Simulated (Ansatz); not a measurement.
`F[SiH2][AlH2]` → `[F][AlH2]` + `[SiH2]` at 500 K and 1 bar (silylene formation by 1,1-elimination).

Computed with Ansatz on PBE0-D4/def2-TZVP structures; ΔE is electronic, products minus reactants. CCSD(T)/CBS adds triple-zeta CCSD(T) − MP2 to the extrapolated MP2 energy (def2 sets, frozen cores). This one scheme is used for every species.

| species | CCSD(T)/CBS energy (Eh) | H − E (kJ/mol) | S (J/(mol·K)) |
| --- | --- | --- | --- |
| `F[SiH2][AlH2]` | -633.31837 | 123.2 | 365.2 |
| `[F][AlH2]` | -343.06661 | 62.3 | 268.8 |
| `[SiH2]` | -290.19011 | 48.0 | 226.5 |

H − E and S are ideal-gas, rigid-rotor, harmonic terms from PBE0-D4/def2-TZVP. 1 Eh = 2625.50 kJ/mol, R = 8.31446 J/(mol·K).

Task: By hand: ΔE, ΔH, ΔS and ΔG.

Result: ΔE = (-343.06661) + (-290.19011) − (-633.31837) = 0.06165 Eh = 161.9 kJ/mol. Δ(H − E) = 62.3 + 48.0 − 123.2 = -12.9, so ΔH = 149.0 kJ/mol. ΔS = 268.8 + 226.5 − 365.2 = 130.1 J/(mol·K). ΔG = 149.0 − 500 × (130.1)/1000 = 84.0 kJ/mol.

Task: By hand: the equilibrium constant, and the temperature at which ΔG would vanish if ΔH and ΔS stayed fixed.

Result: log₁₀ K = −ΔG/(RT ln 10) = -8.8. ΔG = 0 at ΔH/ΔS = 1145 K.

The number of gas molecules changes by +1, which sets the sign of ΔS. A doubt of 5 kJ/mol in ΔE shifts log₁₀ K by 0.5 here. These are equilibria of isolated gas molecules and say nothing of rates. Largest T1 diagnostic: 0.014 (customary marks: 0.02 for closed shells, 0.045 for open ones).
